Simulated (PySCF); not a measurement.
# C2H4O: magnetic properties, part 2 of 2

PySCF 2.14.0. Atoms count from 0. The steps go on from the part before.

## Step 6: Magnetic properties: GIAO B3LYP/cc-pVTZ

The job: settings as JSON, then the geometry in Å.

```
{"job": {"kind": "mag", "xc": "B3LYP", "basis": "cc-pVTZ"}, "charge": 0, "multiplicity": 1}
C     -0.690494    -0.006170     0.040779
C      0.771821     0.009362     0.051791
O      0.033910    -0.199060     1.230656
H     -1.242045     0.940287    -0.037247
H     -1.222460    -0.886174    -0.344592
H      1.304249     0.967333    -0.017901
H      1.328099    -0.859136    -0.325221
```

Method: GIAO B3LYP/cc-pVTZ magnetisability, rotational g tensor and spin-rotation constants, non-relativistic, gas phase.

The program printed:

```text
coarse grid: 5744 points
cycle   1  E = -153.7902263125  dE =  3.964e-01  |g| = 5.834e-01  |ddm| = 5.366e+00
cycle   2  E = -153.6407538017  dE =  1.495e-01  |g| = 1.076e+00  |ddm| = 1.894e+00
cycle   3  E = -153.8525546195  dE = -2.118e-01  |g| = 6.918e-02  |ddm| = 1.219e+00
cycle   4  E = -153.8533325953  dE = -7.780e-04  |g| = 3.209e-02  |ddm| = 1.515e-01
cycle   5  E = -153.8535657349  dE = -2.331e-04  |g| = 6.693e-03  |ddm| = 5.934e-02
cycle   6  E = -153.8535742593  dE = -8.524e-06  |g| = 2.162e-04  |ddm| = 8.047e-03
final grid: 55112 points
cycle   7  E = -153.8480455410  dE = -3.552e-05  |g| = 5.052e-03  |ddm| = 6.440e-02
cycle   8  E = -153.8480400897  dE =  5.451e-06  |g| = 7.437e-03  |ddm| = 1.673e-02
cycle   9  E = -153.8480504459  dE = -1.036e-05  |g| = 1.138e-03  |ddm| = 9.340e-03
cycle  10  E = -153.8480506873  dE = -2.413e-07  |g| = 1.615e-04  |ddm| = 1.626e-03
cycle  11  E = -153.8480506923  dE = -5.029e-09  |g| = 2.442e-05  |ddm| = 2.119e-04
cycle  12  E = -153.8480506924  dE = -1.183e-10  |g| = 2.624e-06  |ddm| = 2.752e-05
converged SCF energy = -153.8480506924

Magnetisability tensor (1e-30 J/T^2)
     -414.03        2.33        1.00
        2.33     -621.33      -17.54
        1.00      -17.54     -520.61
isotropic -518.66   principal values    -624.32   -517.65   -414.00
isotropic susceptibility -31.234 1e-6 cm^3/mol

Inertial axes            a          b          c
rot. const./GHz     26.3754    22.1303    14.4056
chi total           -24.932    -31.173    -37.597
chi diamagnetic     -84.921    -99.521   -124.444
chi paramagnetic     59.989     68.347     86.847
quadrupole/D A        2.290     -3.393      1.103
g nuclear            0.6368     0.7208     0.6200
g electronic        -0.7433    -0.7106    -0.5877
g total             -0.1066     0.0103     0.0322

Spin-rotation constants (kHz, H = +C I.J)
atom  isotope        aa         bb         cc
  3     1H       -1.324     -2.214     -0.302
  4     1H       -1.314     -2.218     -0.303
  5     1H       -1.324     -2.214     -0.302
  6     1H       -1.314     -2.218     -0.303
  0    13C*       7.136      3.384      1.587
  2    17O*       0.168     -4.154      0.610
* in the singly substituted isotopologue
```

Run time: 5.9 s. Hardware: 1 thread of Arm Neoverse V2, shared host; peak memory 0.53 GiB.

In short:

```
              quantity                    value
       magnetisability          -519·10⁻³⁰ J/T²
  molar susceptibility       -31.2·10⁻⁶ cm³/mol
rotational g (a, b, c)  -0.1066, 0.0103, 0.0322
```

## Step 7: Magnetic properties: GIAO B3LYP/3-21G

Settings changed since step 6:

```diff
@@ -1,2 +1,2 @@
-{"job": {"kind": "mag", "xc": "B3LYP", "basis": "cc-pVTZ"}, "charge": 0, "multiplicity": 1}
+{"job": {"kind": "mag", "xc": "B3LYP", "basis": "3-21G"}, "charge": 0, "multiplicity": 1}
 C     -0.690494    -0.006170     0.040779
```

Method: GIAO B3LYP/3-21G magnetisability, rotational g tensor and spin-rotation constants, non-relativistic, gas phase.

The program printed:

```text
coarse grid: 5744 points
cycle   1  E = -152.8395359426  dE =  3.794e-01  |g| = 5.391e-01  |ddm| = 2.418e+00
cycle   2  E = -152.7221309923  dE =  1.174e-01  |g| = 9.630e-01  |ddm| = 1.469e+00
cycle   3  E = -152.8979307795  dE = -1.758e-01  |g| = 3.287e-02  |ddm| = 9.485e-01
cycle   4  E = -152.8981025596  dE = -1.718e-04  |g| = 2.032e-02  |ddm| = 4.692e-02
cycle   5  E = -152.8982055688  dE = -1.030e-04  |g| = 1.619e-03  |ddm| = 2.064e-02
cycle   6  E = -152.8982062285  dE = -6.597e-07  |g| = 6.063e-05  |ddm| = 2.560e-03
final grid: 55112 points
cycle   7  E = -152.9182420008  dE = -3.972e-06  |g| = 2.043e-03  |ddm| = 6.419e-03
cycle   8  E = -152.9182414843  dE =  5.165e-07  |g| = 2.652e-03  |ddm| = 3.944e-03
cycle   9  E = -152.9182429619  dE = -1.478e-06  |g| = 4.743e-04  |ddm| = 2.174e-03
cycle  10  E = -152.9182430050  dE = -4.307e-08  |g| = 2.062e-05  |ddm| = 4.296e-04
cycle  11  E = -152.9182430051  dE = -1.416e-10  |g| = 5.573e-06  |ddm| = 3.525e-05
converged SCF energy = -152.9182430051

Magnetisability tensor (1e-30 J/T^2)
     -437.62        1.88        0.78
        1.88     -603.97      -14.88
        0.78      -14.88     -518.53
isotropic -520.04   principal values    -606.51   -516.02   -437.59
isotropic susceptibility -31.317 1e-6 cm^3/mol

Inertial axes            a          b          c
rot. const./GHz     26.3754    22.1303    14.4056
chi total           -26.352    -31.075    -36.525
chi diamagnetic     -84.738    -99.112   -124.265
chi paramagnetic     58.386     68.037     87.740
quadrupole/D A        2.416     -3.650      1.234
g nuclear            0.6368     0.7208     0.6200
g electronic        -0.7235    -0.7074    -0.5938
g total             -0.0867     0.0135     0.0262

Spin-rotation constants (kHz, H = +C I.J)
atom  isotope        aa         bb         cc
  3     1H       -1.615     -2.427     -0.406
  4     1H       -1.607     -2.432     -0.407
  5     1H       -1.616     -2.427     -0.405
  6     1H       -1.607     -2.432     -0.407
  0    13C*       5.753      2.616      1.201
  2    17O*       0.614     -4.021      0.499
* in the singly substituted isotopologue
```

Wall time 1.1 s (1 thread of Arm Neoverse V2, shared host); peak memory 0.42 GiB.

From this job:

```
              quantity                    value
       magnetisability          -520·10⁻³⁰ J/T²
  molar susceptibility       -31.3·10⁻⁶ cm³/mol
rotational g (a, b, c)  -0.0867, 0.0135, 0.0262
```

## Step 8: Magnetic properties: GIAO B3LYP/STO-3G

Settings changed since step 7:

```diff
@@ -1,2 +1,2 @@
-{"job": {"kind": "mag", "xc": "B3LYP", "basis": "3-21G"}, "charge": 0, "multiplicity": 1}
+{"job": {"kind": "mag", "xc": "B3LYP", "basis": "STO-3G"}, "charge": 0, "multiplicity": 1}
 C     -0.690494    -0.006170     0.040779
```

Level: GIAO B3LYP/STO-3G magnetisability, rotational g tensor and spin-rotation constants, non-relativistic, gas phase.

The program printed:

```text
coarse grid: 5744 points
cycle   1  E = -151.7410437203  dE =  4.980e-01  |g| = 4.411e-01  |ddm| = 3.283e+00
cycle   2  E = -151.6759866313  dE =  6.506e-02  |g| = 6.745e-01  |ddm| = 1.452e+00
cycle   3  E = -151.8093013478  dE = -1.333e-01  |g| = 1.429e-02  |ddm| = 8.263e-01
cycle   4  E = -151.8093750818  dE = -7.373e-05  |g| = 5.037e-03  |ddm| = 3.293e-02
cycle   5  E = -151.8093838647  dE = -8.783e-06  |g| = 2.456e-04  |ddm| = 7.860e-03
final grid: 55112 points
cycle   6  E = -151.7899685316  dE = -2.151e-06  |g| = 2.700e-03  |ddm| = 7.998e-03
cycle   7  E = -151.7899678224  dE =  7.092e-07  |g| = 3.139e-03  |ddm| = 6.894e-03
cycle   8  E = -151.7899706580  dE = -2.836e-06  |g| = 3.048e-04  |ddm| = 3.909e-03
cycle   9  E = -151.7899706914  dE = -3.332e-08  |g| = 4.528e-06  |ddm| = 4.643e-04
cycle  10  E = -151.7899706914  dE = -1.415e-11  |g| = 1.067e-06  |ddm| = 1.519e-05
converged SCF energy = -151.7899706914

Magnetisability tensor (1e-30 J/T^2)
     -480.56        1.47        0.41
        1.47     -606.81      -16.80
        0.41      -16.80     -510.37
isotropic -532.58   principal values    -609.67   -507.53   -480.54
isotropic susceptibility -32.073 1e-6 cm^3/mol

Inertial axes            a          b          c
rot. const./GHz     26.3754    22.1303    14.4056
chi total           -28.939    -30.564    -36.715
chi diamagnetic     -82.162    -97.726   -122.266
chi paramagnetic     53.223     67.162     85.551
quadrupole/D A        1.415     -2.631      1.215
g nuclear            0.6368     0.7208     0.6200
g electronic        -0.6595    -0.6983    -0.5790
g total             -0.0227     0.0226     0.0410

Spin-rotation constants (kHz, H = +C I.J)
atom  isotope        aa         bb         cc
  3     1H       -1.927     -2.271     -0.468
  4     1H       -1.919     -2.276     -0.470
  5     1H       -1.928     -2.271     -0.468
  6     1H       -1.919     -2.276     -0.469
  0    13C*       4.196      1.546      0.621
  2    17O*       1.214     -3.826      0.188
* in the singly substituted isotopologue
```

It took 0.82 s on 1 thread of Arm Neoverse V2, shared host; peak memory 0.42 GiB.

From this job:

```
              quantity                    value
       magnetisability          -533·10⁻³⁰ J/T²
  molar susceptibility       -32.1·10⁻⁶ cm³/mol
rotational g (a, b, c)  -0.0227, 0.0226, 0.0410
```

## Step 9: Magnetic properties side by side

```
                level  ξ (10⁻³⁰ J/T²)     g(a)    g(b)  gap (eV)  functions    time
GIAO LC-wPBE/pcSseg-2            -530  -0.0959  0.0241     13.35        164    12 s
 GIAO B3LYP/6-31++G**            -520  -0.1119  0.0093      7.51         78   2.5 s
  GIAO B3LYP/IGLO-III            -522  -0.1083  0.0117      8.41        145   5.6 s
   GIAO B3LYP/cc-pVTZ            -519  -0.1066  0.0103      8.80        146   5.9 s
     GIAO B3LYP/3-21G            -520  -0.0867  0.0135     10.26         35   1.1 s
    GIAO B3LYP/STO-3G            -533  -0.0227  0.0226     10.91         19  0.82 s
```

## Step 10: Outcome

What follows sums up all 2 parts.

```
                                              quantity                    value
                                           point group                      C2v
                  rotational constants (main isotopes)  26.38, 22.13, 14.41 GHz
       magnetisability (step 3, GIAO LC-wPBE/pcSseg-2)          -530·10⁻³⁰ J/T²
  molar susceptibility (step 3, GIAO LC-wPBE/pcSseg-2)       -31.9·10⁻⁶ cm³/mol
rotational g (a, b, c) (step 3, GIAO LC-wPBE/pcSseg-2)  -0.0959, 0.0241, 0.0354
                       magnetisability over the levels  -530 to -519·10⁻³⁰ J/T²
```

What this shows: Over 2 steps the energy fell by 0.019 eV; of the close pairs, C0–H3 changed most, 1.084 to 1.098 Å. No frequency check was run at this level, so the end point may be a saddle. GIAO B3LYP/STO-3G has a minimal basis, so it is left out of the spread where two other levels stand. The magnetisability spreads by 2.1 % over 5 levels, from GIAO LC-wPBE/pcSseg-2 (12 s) to GIAO B3LYP/cc-pVTZ (5.9 s); the runs took 1.1 s to 12 s. Vibrational averaging and real surroundings are missing from these values.
